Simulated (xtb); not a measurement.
Species: CH₃O, SMILES `[CH2]O` (charge 0, multiplicity 2).

Give a relaxed geometry from GFN2-xTB in xtb.

Several could match; the one computed here: the end point of this relaxation, one of several conformers (outside a Z-matrix the atoms follow the SMILES, hydrogens last).
Z-matrix (Å, degrees):
```
C
O 1 1.3651
H 2 0.9626 1 110.07
H 1 1.0707 2 114.07 3 -175.43
H 1 1.0738 4 121.28 2 -155.84
```
